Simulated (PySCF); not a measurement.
All values below come from TPSS-D3(BJ)/def2-TZVP // TPSS-D3(BJ)/def2-SVP (PySCF). Gas-phase values, no solvent. 

Reference species (SMILES): `[NH2]` (neutral, multiplicity 2).

| Quantity | Result |
|---|---|
| dipole moment | 1.91 D |
| highest occupied spin orbital | -7.32 eV |

Changed species: `[OH]` (free radical OH; the reference has free radical NH2).

Question: What does the change do to the dipole moment and highest occupied spin orbital?

Answer: the dipole moment decreases by 0.18 D, to 1.73 D; the highest occupied spin orbital is nearly the same.
